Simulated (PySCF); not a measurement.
# AlNH5Cl (SMILES [NH3+][AlH2-][Cl]): a chain of runs

Wanted: a geometry optimisation (HF-D4/STO-6G), then vibrational wavenumbers, then the energy (VV10/DZP), then the excited states (TDA-BMK/3-21G) of AlNH5Cl. The job is set up through a Python script.

The calculation is run with PySCF 2.14.0.

### Step 1. The system as given

The species is AlNH5Cl (8 atoms), meant as a singlet with charge 0. As SMILES, `[NH3+][AlH2-][Cl]`. All atoms were displaced at random from a relaxed shape. The run starts from this shape.

Bond lengths: N1–Al2 2.000 Å, Al2–Cl3 2.031 Å, N1–H4 1.050 Å, N1–H5 1.008 Å, N1–H6 0.963 Å, Al2–H7 1.624 Å, Al2–H8 1.527 Å. Some angles: N1–Al2–Cl3 103.9°, N1–Al2–H7 96.6°, N1–Al2–H8 105.5°, Cl3–Al2–H7 110.7°, Cl3–Al2–H8 120.7°, Al2–N1–H4 116.3°, Al2–N1–H5 118.2°, Al2–N1–H6 114.2°, H7–Al2–H8 115.5°, H4–N1–H5 88.4°.

### Step 2. A structure relaxation at HF-D4/STO-6G (IEF-PCM aniline) (run 1)

run.py reads:

```python
# [NH3+][AlH2-][Cl]
from pyscf import gto, scf, solvent
from pyscf.geomopt.geometric_solver import kernel as optimise

mol = gto.M(
    atom='''
N   -0.618731   0.674306  -0.281817
Al   0.571180  -0.749246   0.464757
Cl   2.189133  -0.727737  -0.762769
H   -0.938541   0.540332  -1.272400
H   -0.198092   1.545826  -0.565646
H   -1.445912   0.788805   0.198303
H    0.902792   0.000888   1.866798
H   -0.304583  -1.995463   0.577923
''',
    cart=True,
    charge=0,
    verbose=3,
    max_memory=1860,
    spin=0,
    basis='sto-6g',
)

hf = scf.RHF(mol)
hf = hf.PCM()
hf.with_solvent.method = 'IEF-PCM'
hf.with_solvent.eps = 6.8882  # aniline
hf.disp = 'd4'
converged, mol_eq = optimise(hf, maxsteps=100)
print('converged:', converged)
print(mol_eq.tostring())

hf.reset(mol_eq)
mol = mol_eq
hf.kernel()
energy = hf.e_tot
print('Final energy', energy)
```

Run with:

```
$ OMP_NUM_THREADS=1 python run.py
```

The program printed:

```text
maxiter                   100
----------------------------------------------------------
Custom engine selected.
Bonds will be generated from interatomic distances less than 1.20 times sum of covalent radii
24 internal coordinates being used (instead of 24 Cartesians)
Internal coordinate system (atoms numbered from 1):
Distance 1-2
Distance 1-4
Distance 1-5
Distance 1-6
Distance 2-3
Distance 2-7
Distance 2-8
Angle 2-1-4
Angle 2-1-5
Angle 2-1-6
Angle 4-1-5
Angle 4-1-6
Angle 5-1-6
Angle 1-2-3
Angle 1-2-7
Angle 1-2-8
Angle 3-2-7
Angle 3-2-8
Angle 7-2-8
Dihedral 4-1-2-3
Dihedral 4-1-2-7
Dihedral 4-1-2-8
Dihedral 5-1-2-3
Dihedral 5-1-2-7
Dihedral 5-1-2-8
Dihedral 6-1-2-3
Dihedral 6-1-2-7
Dihedral 6-1-2-8
Translation-X 1-8
Translation-Y 1-8
Translation-Z 1-8
Rotation-A 1-8
Rotation-B 1-8
Rotation-C 1-8
> ===== Optimization Info: ====
> Job type: Energy minimization
> Maximum number of optimization cycles: 100
> Initial / maximum trust radius (Angstrom): 0.100 / 0.300
> Convergence Criteria:
> Will converge when all 5 criteria are reached:
>  |Delta-E| < 1.00e-06
>  RMS-Grad  < 3.00e-04
>  Max-Grad  < 4.50e-04
>  RMS-Disp  < 1.20e-03
>  Max-Disp  < 1.80e-03
> === End Optimization Info ===

Geometry optimization cycle 1
Cartesian coordinates (Angstrom)
 Atom        New coordinates             dX        dY        dZ
   N  -0.618731   0.674306  -0.281817    0.000000  0.000000  0.000000
  Al   0.571180  -0.749246   0.464757    0.000000  0.000000  0.000000
  Cl   2.189133  -0.727737  -0.762769    0.000000  0.000000  0.000000
   H  -0.938541   0.540332  -1.272400    0.000000  0.000000  0.000000
   H  -0.198092   1.545826  -0.565646    0.000000 -0.000000  0.000000
   H  -1.445912   0.788805   0.198303    0.000000  0.000000  0.000000
   H   0.902792   0.000888   1.866798   -0.000000 -0.000000  0.000000
   H  -0.304583  -1.995463   0.577923    0.000000  0.000000 -0.000000

WARN: Mole.unit (angstrom) is changed to Bohr

WARN: PCM is an experimental feature. It is still in testing.
Features and APIs may be changed in the future.

converged SCF energy = -756.288305419811
--------------- PCMRHF_Scanner (+PCM) gradients ---------------
         x                y                z
0 N    -0.0674430747     0.0460585500     0.1061166364
1 Al     0.0487728552    -0.0298593749    -0.0833084936
2 Cl    -0.0270583302     0.0018895234     0.0264612255
3 H     0.0049863983     0.0332830059    -0.0204906755
4 H    -0.0165345744    -0.0350487979    -0.0381052537
5 H     0.0662068729    -0.0245992842    -0.0494891667
6 H     0.0085566410     0.0287522667     0.0490133772
7 H    -0.0174867881    -0.0204758891     0.0098023503
----------------------------------------------
cycle 1: E = -756.28830542  dE = -756.288  norm(grad) = 0.213646
Step    0 : Gradient = 7.554e-02/1.339e-01 (rms/max) Energy = -756.2883054198
Hessian Eigenvalues: 2.30000e-02 5.00000e-02 5.00000e-02 ... 3.99439e-01 4.62270e-01 5.47799e-01

Geometry optimization cycle 2
Cartesian coordinates (Angstrom)
 Atom        New coordinates             dX        dY        dZ
   N  -0.599857   0.651495  -0.305782    0.018874 -0.022811 -0.023965
  Al   0.537095  -0.688373   0.506359   -0.034085  0.060873  0.041602
  Cl   2.174697  -0.706451  -0.789447   -0.014436  0.021286 -0.026678
   H  -0.898102   0.360833  -1.251049    0.040439 -0.179499  0.021351
   H  -0.135592   1.565143  -0.462178    0.062500  0.019317  0.103468
   H  -1.479955   0.828105   0.219586   -0.034043  0.039300  0.021283
   H   0.853322  -0.056225   1.751816   -0.049470 -0.057113 -0.114982
   H  -0.294362  -1.876815   0.555843    0.010221  0.118648 -0.022080

WARN: PCM is an experimental feature. It is still in testing.
Features and APIs may be changed in the future.

converged SCF energy = -756.323334330334
--------------- PCMRHF_Scanner (+PCM) gradients ---------------
         x                y                z
0 N     0.0025419279    -0.0001858166     0.0115309952
1 Al     0.0187739900    -0.0087866633    -0.0031131660
2 Cl    -0.0089850090     0.0017216995     0.0107146957
3 H     0.0012350357    -0.0006768896    -0.0046754067
4 H     0.0059152219     0.0065244130    -0.0072215446
5 H    -0.0132098817    -0.0005453964     0.0052634332
6 H    -0.0087983197    -0.0083023581    -0.0185131275
7 H     0.0025270349     0.0102510115     0.0060141206
----------------------------------------------
cycle 2: E = -756.32333433  dE = -0.0350289  norm(grad) = 0.0420724
Step    1 : Displace = 1.092e-01/1.853e-01 (rms/max) Trust = 1.000e-01 (=) Grad = 1.487e-02/2.212e-02 (rms/max) E (change) = -756.3233343303 (-3.503e-02) Quality = 0.798
Hessian Eigenvalues: 2.30000e-02 4.99999e-02 5.00000e-02 ... 3.98035e-01 4.67787e-01 5.71270e-01

Geometry optimization cycle 3
Cartesian coordinates (Angstrom)
 Atom        New coordinates             dX        dY        dZ
   N  -0.596468   0.639754  -0.334098    0.003389 -0.011740 -0.028316
  Al   0.516791  -0.659298   0.532425   -0.020304  0.029076  0.026066
  Cl   2.141146  -0.706117  -0.821842   -0.033551  0.000335 -0.032395
   H  -0.897461   0.336360  -1.267208    0.000641 -0.024472 -0.016159
   H  -0.139643   1.555972  -0.438579   -0.004051 -0.009171  0.023598
   H  -1.462378   0.835585   0.197123    0.017577  0.007479 -0.022463
   H   0.893650  -0.037295   1.842903    0.040328  0.018930  0.091087
   H  -0.298391  -1.887252   0.514424   -0.004029 -0.010436 -0.041419

WARN: PCM is an experimental feature. It is still in testing.
Features and APIs may be changed in the future.

converged SCF energy = -756.326376634946
--------------- PCMRHF_Scanner (+PCM) gradients ---------------
         x                y                z
0 N     0.0042303301    -0.0034668814    -0.0096692349
1 Al     0.0050253304    -0.0036852299    -0.0189562794
2 Cl    -0.0034868285     0.0004605571     0.0034427860
3 H    -0.0000133243    -0.0030982422     0.0022759476
4 H     0.0002148361     0.0021491423     0.0042511664
5 H    -0.0053425560     0.0034935539     0.0041679054
6 H     0.0022469294     0.0048485748     0.0128102582
7 H    -0.0028747172    -0.0007014746     0.0016774507
----------------------------------------------
cycle 3: E = -756.326376635  dE = -0.0030423  norm(grad) = 0.0290805
Step    2 : Displace = 4.945e-02/1.011e-01 (rms/max) Trust = 1.414e-01 (+) Grad = 1.028e-02/1.995e-02 (rms/max) E (change) = -756.3263766349 (-3.042e-03) Quality = 0.771
Hessian Eigenvalues: 2.29998e-02 4.99960e-02 5.00000e-02 ... 3.99509e-01 4.65979e-01 5.46004e-01

Geometry optimization cycle 4
Cartesian coordinates (Angstrom)
 Atom        New coordinates             dX        dY        dZ
   N  -0.596623   0.642365  -0.329443   -0.000155  0.002610  0.004655
  Al   0.507715  -0.653594   0.552548   -0.009075  0.005704  0.020123
  Cl   2.130982  -0.707311  -0.819462   -0.010165 -0.001195  0.002379
   H  -0.893923   0.350008  -1.267638    0.003539  0.013648 -0.000430
   H  -0.140892   1.553530  -0.447543   -0.001249 -0.002443 -0.008964
   H  -1.460523   0.834401   0.190007    0.001855 -0.001183 -0.007117
   H   0.893642  -0.044585   1.830782   -0.000008 -0.007290 -0.012122
   H  -0.283132  -1.897104   0.515899    0.015259 -0.009852  0.001474

WARN: PCM is an experimental feature. It is still in testing.
Features and APIs may be changed in the future.

converged SCF energy = -756.327175028145
--------------- PCMRHF_Scanner (+PCM) gradients ---------------
         x                y                z
0 N    -0.0003531720     0.0008871958    -0.0018484340
1 Al     0.0039621847     0.0036334877    -0.0014402231
2 Cl    -0.0016568489     0.0000118635     0.0014147718
3 H    -0.0001429744     0.0000166093     0.0011136101
4 H    -0.0015807574    -0.0017609596     0.0011764796
5 H     0.0018911910     0.0001983639    -0.0007910427
6 H    -0.0005079588    -0.0013685226    -0.0002032977
7 H    -0.0016116643    -0.0016180380     0.0005781360
----------------------------------------------
cycle 4: E = -756.327175028  dE = -0.000798393  norm(grad) = 0.00776268
Step    3 : Displace = 1.383e-02/2.252e-02 (rms/max) Trust = 2.000e-01 (+) Grad = 2.745e-03/5.566e-03 (rms/max) E (change) = -756.3271750281 (-7.984e-04) Quality = 1.038
Hessian Eigenvalues: 2.29971e-02 4.99811e-02 5.00000e-02 ... 3.97754e-01 4.69767e-01 5.71461e-01

Geometry optimization cycle 5
Cartesian coordinates (Angstrom)
 Atom        New coordinates             dX        dY        dZ
   N  -0.597041   0.642554  -0.325791   -0.000418  0.000189  0.003652
  Al   0.502673  -0.658262   0.555659   -0.005042 -0.004669  0.003111
  Cl   2.128641  -0.709231  -0.820992   -0.002341 -0.001919 -0.001530
   H  -0.890281   0.352045  -1.267234    0.003641  0.002037  0.000404
   H  -0.135149   1.552870  -0.448425    0.005743 -0.000659 -0.000882
   H  -1.465008   0.834442   0.189592   -0.004485  0.000040 -0.000414
   H   0.890372  -0.037049   1.829108   -0.003270  0.007536 -0.001674
   H  -0.276961  -1.899658   0.513233    0.006172 -0.002555 -0.002666

WARN: PCM is an experimental feature. It is still in testing.
Features and APIs may be changed in the future.

converged SCF energy = -756.32724909375
--------------- PCMRHF_Scanner (+PCM) gradients ---------------
         x                y                z
0 N    -0.0002729805    -0.0002373794     0.0007242545
1 Al     0.0000969116    -0.0006433908    -0.0006903428
2 Cl    -0.0005340468    -0.0000500262     0.0003843870
3 H    -0.0001505455     0.0001731142    -0.0002220518
4 H     0.0001662751     0.0003164672    -0.0004433967
5 H     0.0003197124    -0.0004499919    -0.0001176249
6 H    -0.0002621333    -0.0004199903     0.0001012447
7 H     0.0006368069     0.0013111971     0.0002635301
----------------------------------------------
cycle 5: E = -756.327249094  dE = -7.40656e-05  norm(grad) = 0.00227711
Step    4 : Displace = 5.832e-03/7.893e-03 (rms/max) Trust = 2.828e-01 (+) Grad = 8.051e-04/1.481e-03 (rms/max) E (change) = -756.3272490937 (-7.407e-05) Quality = 0.991
Hessian Eigenvalues: 2.29562e-02 4.91997e-02 4.99998e-02 ... 4.00641e-01 4.88817e-01 5.63597e-01

Geometry optimization cycle 6
Cartesian coordinates (Angstrom)
 Atom        New coordinates             dX        dY        dZ
   N  -0.597285   0.642590  -0.325352   -0.000244  0.000036  0.000439
  Al   0.500459  -0.659610   0.557367   -0.002214 -0.001347  0.001708
  Cl   2.128410  -0.708709  -0.820706   -0.000231  0.000522  0.000286
   H  -0.888002   0.351915  -1.267450    0.002279 -0.000130 -0.000216
   H  -0.132518   1.551657  -0.446182    0.002632 -0.001213  0.002243
   H  -1.466614   0.837775   0.187765   -0.001606  0.003333 -0.001827
   H   0.889587  -0.031557   1.826924   -0.000785  0.005492 -0.002184
   H  -0.276793  -1.906351   0.512783    0.000168 -0.006692 -0.000450

WARN: PCM is an experimental feature. It is still in testing.
Features and APIs may be changed in the future.

converged SCF energy = -756.327262594191
--------------- PCMRHF_Scanner (+PCM) gradients ---------------
         x                y                z
0 N     0.0002135061    -0.0001405495     0.0002086705
1 Al     0.0001940076     0.0003084446     0.0000948204
2 Cl     0.0000429117    -0.0000285037    -0.0000663541
3 H    -0.0000325307    -0.0000027890    -0.0001189118
4 H     0.0001356433     0.0003346102    -0.0002572207
5 H    -0.0002460147    -0.0001251912     0.0002365578
6 H    -0.0001450732    -0.0000822360    -0.0001148978
7 H    -0.0001624501    -0.0002637854     0.0000173357
----------------------------------------------
cycle 6: E = -756.327262594  dE = -1.35004e-05  norm(grad) = 0.00085958
Step    5 : Displace = 3.889e-03/6.891e-03 (rms/max) Trust = 3.000e-01 (+) Grad = 3.039e-04/4.433e-04 (rms/max) E (change) = -756.3272625942 (-1.350e-05) Quality = 1.012
Hessian Eigenvalues: 2.27280e-02 4.35746e-02 4.99999e-02 ... 3.99501e-01 4.77840e-01 5.74806e-01

Geometry optimization cycle 7
Cartesian coordinates (Angstrom)
 Atom        New coordinates             dX        dY        dZ
   N  -0.597566   0.642141  -0.325942   -0.000281 -0.000449 -0.000590
  Al   0.499442  -0.659867   0.558218   -0.001017 -0.000258  0.000851
  Cl   2.127894  -0.708623  -0.819683   -0.000517  0.000086  0.001023
   H  -0.887008   0.351797  -1.268339    0.000995 -0.000118 -0.000890
   H  -0.131512   1.550262  -0.444925    0.001005 -0.001396  0.001257
   H  -1.467162   0.839318   0.185473   -0.000548  0.001543 -0.002292
   H   0.889772  -0.030793   1.827302    0.000185  0.000764  0.000378
   H  -0.276615  -1.906523   0.513046    0.000178 -0.000173  0.000263

WARN: PCM is an experimental feature. It is still in testing.
Features and APIs may be changed in the future.

converged SCF energy = -756.327264342118
--------------- PCMRHF_Scanner (+PCM) gradients ---------------
         x                y                z
0 N     0.0001568916     0.0001225317    -0.0001292361
1 Al    -0.0001026494    -0.0000361109     0.0000740667
2 Cl     0.0000758957    -0.0000201730    -0.0000795979
3 H    -0.0000287345    -0.0000259898     0.0000638589
4 H    -0.0001302628    -0.0000822486     0.0000273419
5 H     0.0000020887     0.0000256015     0.0000702174
6 H    -0.0000107651     0.0000110988     0.0000085611
7 H     0.0000375357     0.0000052901    -0.0000352120
----------------------------------------------
cycle 7: E = -756.327264342  dE = -1.74793e-06  norm(grad) = 0.00035327
Step    6 : Displace = 1.289e-03/2.198e-03 (rms/max) Trust = 3.000e-01 (=) Grad = 1.249e-04/2.373e-04 (rms/max) E (change) = -756.3272643421 (-1.748e-06) Quality = 1.089
Hessian Eigenvalues: 2.10320e-02 3.81318e-02 4.99969e-02 ... 4.00961e-01 5.10579e-01 5.86289e-01

Geometry optimization cycle 8
Cartesian coordinates (Angstrom)
 Atom        New coordinates             dX        dY        dZ
   N  -0.597503   0.641912  -0.326375    0.000062 -0.000228 -0.000433
  Al   0.498890  -0.659893   0.558793   -0.000552 -0.000026  0.000575
  Cl   2.127628  -0.708571  -0.818533   -0.000266  0.000052  0.001150
   H  -0.885758   0.351778  -1.269228    0.001249 -0.000019 -0.000889
   H  -0.130422   1.549686  -0.444745    0.001090 -0.000576  0.000180
   H  -1.467676   0.839723   0.183697   -0.000514  0.000405 -0.001776
   H   0.889357  -0.030434   1.827677   -0.000415  0.000359  0.000375
   H  -0.277270  -1.906489   0.513864   -0.000655  0.000034  0.000817

WARN: PCM is an experimental feature. It is still in testing.
Features and APIs may be changed in the future.

converged SCF energy = -756.327264795895
--------------- PCMRHF_Scanner (+PCM) gradients ---------------
         x                y                z
0 N     0.0000206729     0.0000297598    -0.0000451495
1 Al    -0.0000569108    -0.0000302815     0.0000222759
2 Cl     0.0000270267     0.0000020924    -0.0000295273
3 H    -0.0000420161    -0.0000226506     0.0000354441
4 H    -0.0000342722    -0.0000235233     0.0000269533
5 H     0.0000361262     0.0000177408     0.0000137083
6 H     0.0000206660     0.0000155093     0.0000119344
7 H     0.0000287074     0.0000113530    -0.0000356392
----------------------------------------------
cycle 8: E = -756.327264796  dE = -4.53777e-07  norm(grad) = 0.000142969
Step    7 : Displace = 6.898e-04/1.007e-03 (rms/max) Trust = 3.000e-01 (=) Grad = 5.055e-05/6.821e-05 (rms/max) E (change) = -756.3272647959 (-4.538e-07) Quality = 1.531
Hessian Eigenvalues: 2.10320e-02 3.81318e-02 4.99969e-02 ... 4.00961e-01 5.10579e-01 5.86289e-01
Converged! =D

converged: True
N          -0.59750334        0.64191219       -0.32637505
Al          0.49888977       -0.65989322        0.55879311
Cl          2.12762789       -0.70857143       -0.81853345
H          -0.88575808        0.35177801       -1.26922838
H          -0.13042217        1.54968622       -0.44474506
H          -1.46767558        0.83972256        0.18369680
H           0.88935750       -0.03043397        1.82767735
H          -0.27726999       -1.90648935        0.51386368

WARN: PCM is an experimental feature. It is still in testing.
Features and APIs may be changed in the future.

converged SCF energy = -756.327264795896
Final energy -756.3272647958959
```

Run time: 2.4 min. Hardware: 1 thread of AMD EPYC 7R43 (Zen 3), shared host; peak memory 0.55 GiB.

Steps, from the record of the run:

| step | energy from the first frame kept (eV) | largest force (eV/Å) |
| --- | --- | --- |
| 0 | 0.0000 | 6.8857 |
| 1 | -0.9532 | 1.1372 |
| 2 | -1.0360 | 1.0261 |
| 3 | -1.0577 | 0.2862 |
| 4 | -1.0597 | 0.0762 |
| 5 | -1.0601 | 0.0228 |
| 6 | -1.0601 | 0.0122 |
| 7 | -1.0601 | 0.0035 |

After the run. Bond lengths: N1–Al2 1.918 Å, Al2–Cl3 2.134 Å, N1–H4 1.028 Å, N1–H5 1.028 Å, N1–H6 1.028 Å, Al2–H7 1.469 Å, Al2–H8 1.469 Å. Some angles: N1–Al2–Cl3 98.9°, N1–Al2–H7 105.0°, N1–Al2–H8 105.1°, Cl3–Al2–H7 111.4°, Cl3–Al2–H8 111.4°, Al2–N1–H4 113.1°, Al2–N1–H5 113.1°, Al2–N1–H6 112.7°, H7–Al2–H8 122.0°, H4–N1–H5 105.7°.

### Step 3. Vibrational wavenumbers at HF-D4/STO-6G (IEF-PCM aniline) (run 2)

input.py reads:

```python
import numpy
from pyscf import gto, solvent, symm
from pyscf.hessian import thermo

mol = gto.Mole()
mol.atom = '''
N       -1.562644       1.048346      -0.109259
Al      -0.466251      -0.253459       0.775909
Cl       1.162487      -0.302137      -0.601417
H       -1.842750       0.762943      -1.056009
H       -1.099029       1.958922      -0.218457
H       -2.432817       1.246157       0.400813
H       -0.075803       0.375970       2.044771
H       -1.242430      -1.500085       0.730958
'''
mol.basis = 'sto-6g'
mol.cart = True
mol.max_memory = 1860
mol.verbose = 3
mol.spin = 0
mol.charge = 0
mol.build()

myscf = mol.RHF()
myscf = myscf.PCM()
myscf.with_solvent.method = 'IEF-PCM'
myscf.with_solvent.eps = 6.8882  # aniline
myscf.disp = 'd4'
myscf.kernel()

etot = myscf.e_tot
print('E = %.10f Eh' % etot)
hess = myscf.Hessian().kernel()
modes = thermo.harmonic_analysis(mol, hess)
print('frequencies (1/cm)', numpy.round(modes['freq_wavenumber'], 1))
symm.geom.TOLERANCE = 1e-3  # for the symmetry number
th = thermo.thermo(myscf, modes['freq_au'], 350, 101325)
thermo.dump_thermo(mol, th)
```

Run with:

```
$ OMP_NUM_THREADS=1 python input.py
```

The program printed:

```text
WARN: PCM is an experimental feature. It is still in testing.
Features and APIs may be changed in the future.

converged SCF energy = -756.327251252982
E = -756.3272512530 Eh

WARN: DFTD4 does not support analytical Hessian, using finite difference.

WARN: Mole.unit (angstrom) is changed to Bohr
```

Wall time 2.4 min (1 thread of AMD EPYC 7R43 (Zen 3), shared host).

The run was cut off at its time limit.

[end of part 1 of 2]
